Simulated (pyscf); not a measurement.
Structures and frequencies: ωB97X-D3(BJ)/def2-SVP in PySCF. MP2 and CC: frozen core, UHF for open shells. ΔMP2 is the change of the MP2 total energy from the triple- to the quadruple-zeta basis.

Problem. For H₂S + CH₃• → SH• + CH₄, a hydrogen abstraction (doublet surface; H–S broken, C–H formed), PBE/def2-TZVP gives ΔE‡ = -9.8 kJ/mol and ΔE = -67.8 kJ/mol (zero: the separated reactants). In which direction and how far do B3LYP-D3(BJ)/def2-TZVP, PBE0-D3(BJ)/def2-TZVP, CCSD(T)/def2-TZVPP + ΔMP2(QZVPP) move these?

Solution. B3LYP-D3(BJ): ΔE‡ = -0.5 kJ/mol, ΔE = -72.1 kJ/mol; PBE0-D3(BJ): ΔE‡ = -1.6 kJ/mol, ΔE = -68.3 kJ/mol; CCSD(T): ΔE‡ = 15.1 kJ/mol, ΔE = -70.4 kJ/mol. PBE's barrier lies under all of them, by 8.2 to 24.9 kJ/mol. Its reaction energy matches one of them and lies within 4.3 kJ/mol of the others. At PBE, PBE0-D3(BJ) this geometry lies under the reactants; that is no barrier but a single point on another level's saddle; such a level's own saddle, if it has one, lies nearer that side and is low. This is the saddle that the search found; another between the same sides may lie lower. The angle at the transferred H is 175°. The CCSD(T) − MP2 part came from Ansatz, without density fitting, on the same reference. Left out: the spin-orbit lowering of SH.
